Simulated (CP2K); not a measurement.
# quartet Si2H5O: AM1

Wanted: a single-point energy of quartet Si2H5O. 

The results are computed with CP2K 2026.2.

6 further runs of the same task are left out: 1 that didn't finish, 5 set aside as unsound or not needed.

## (1) The system as given

Si2H5O has 8 atoms, charge 0, and is taken as a quartet. SMILES of the parent species: `O[SiH][SiH3]`. The shape is that of a PBE0-D4/def2-TZVP optimisation. This is one conformer, not always the lowest. That shape belongs to the parent species and isn't relaxed for this state.

Bond lengths: O1–Si2 1.657 Å, Si2–Si3 2.344 Å, O1–H4 0.959 Å, Si2–H5 1.490 Å, Si3–H6 1.488 Å, Si3–H7 1.491 Å, Si3–H8 1.489 Å. Angles: O1–Si2–Si3 114.2°, O1–Si2–H5 104.7°, Si3–Si2–H5 113.1°, Si2–O1–H4 116.9°, Si2–Si3–H6 108.0°, Si2–Si3–H7 114.5°, Si2–Si3–H8 108.6°, H6–Si3–H7 108.9°, H6–Si3–H8 108.7°, H7–Si3–H8 108.0°.

## (2) The energy at AM1

Contents of molecule.xyz:

```xyz
8

O     -0.929000     0.938400    -1.717100
Si     0.090400     1.134000    -0.425000
Si     0.314200    -0.774200     0.917600
H     -1.805900     0.598400    -1.530300
H      1.378700     1.582300    -1.024400
H      1.190000    -0.426800     2.069000
H      0.883900    -1.960400     0.216700
H     -1.030200    -1.148700     1.437600
```

Contents of molecule.inp:

```
&GLOBAL
    PROJECT molecule
    RUN_TYPE ENERGY
    PRINT_LEVEL MEDIUM
&END GLOBAL

&FORCE_EVAL
    METHOD QUICKSTEP
    &DFT
        MULTIPLICITY 4
        UKS T
        &QS
            METHOD AM1
            EPS_DEFAULT 1.0E-10
            &SE
                &COULOMB
                    CUTOFF [angstrom] 50
                    RC_RANGE [angstrom] 0
                &END COULOMB
                &EXCHANGE
                    CUTOFF [angstrom] 50
                    RC_RANGE [angstrom] 0
                &END EXCHANGE
            &END SE
        &END QS
        &POISSON
            PERIODIC NONE
            POISSON_SOLVER ANALYTIC
        &END POISSON
        &SCF
            SCF_GUESS ATOMIC
            EPS_SCF 1.0E-07
            MAX_SCF 40
            &OT
                MINIMIZER DIIS
                PRECONDITIONER FULL_ALL
            &END OT
            &OUTER_SCF
                EPS_SCF 1.0E-07
                MAX_SCF 8
            &END OUTER_SCF
        &END SCF
        &PRINT
            &MOMENTS
                PERIODIC F
                REFERENCE COM
                MAX_MOMENT 1
            &END MOMENTS
            &MO_CUBES
                NLUMO 1
                NHOMO -1
                WRITE_CUBE F
            &END MO_CUBES
            &HIRSHFELD OFF
            &END HIRSHFELD
        &END PRINT
    &END DFT
    &SUBSYS
        &CELL
            ABC 13.2 13.5 13.8
            PERIODIC NONE
        &END CELL
        &TOPOLOGY
            COORD_FILE_NAME molecule.xyz
            COORD_FILE_FORMAT XYZ
            &CENTER_COORDINATES
            &END CENTER_COORDINATES
        &END TOPOLOGY
    &END SUBSYS
&END FORCE_EVAL
```

Started as:

```bash
$ OMP_NUM_THREADS=1 cp2k.psmp -i molecule.inp > molecule.out 2>&1
```

What values should one expect? Wanted: total energy; dipole moment; heat of formation.

Computed results:

Level: AM1.

| quantity | value |
| --- | --- |
| total energy | -20.35416 Eh |
| dipole moment | 1.67 D |
| heat of formation | 11.5 kcal/mol |
